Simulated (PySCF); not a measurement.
Gas-phase reaction: c-Si3H6 + 3 H2CSiH2 = 3 CH3SiH2 + 3 SiH

Energies from PySCF (xtb for GFN2), thermal terms from the rigid-rotor harmonic-oscillator model, ideal gas at 1 bar. † marks an energy on the PBE0/def2-TZVP geometry and frequencies; other levels use their own. 6-31G* has spherical d functions here. Open shells (unrestricted): CH3SiH2 (multiplicity 2), SiH (multiplicity 2, electronic degeneracy 4); the rest are closed-shell singlets. GFN2 has no spin-polarisation term. Spin-orbit splitting is ignored; it lowers the true energy and changes the entropy of SiH. B3LYP is the form with VWN-RPA correlation. c-Si3H6, H2CSiH2, CH3SiH2: computed as isolated molecules; such fragments, hydroxides, amides, oligomers or adducts are transient or little studied in the gas. The harmonic model lacks anharmonicity and excited electronic states, which grow with temperature; levels with a mode under 35 cm⁻¹ are left out. Internal rotation in CH3SiH2 is treated as a harmonic vibration of one conformer, which makes the entropy rough.

```tsv
level	ΔE electronic, kJ	ΔH°(298 K), kJ	ΔS°(298 K), J/K	ΔG°(2500 K), kJ
B3LYP/def2-TZVP†	635	640	356	-184
GFN2-xTB	714	731	336	-14
HF/6-31G*	284	288	369	-576
HF/def2-TZVP†	327	333	356	-491
PBE/def2-TZVP†	695	701	356	-123
PBE0/def2-TZVP	659	665	356	-159
LDA/def2-TZVP†	838	843	356	19
```
ΔH° is lowest at HF/6-31G* and highest at LDA/def2-TZVP†. No reference value is set beside these.
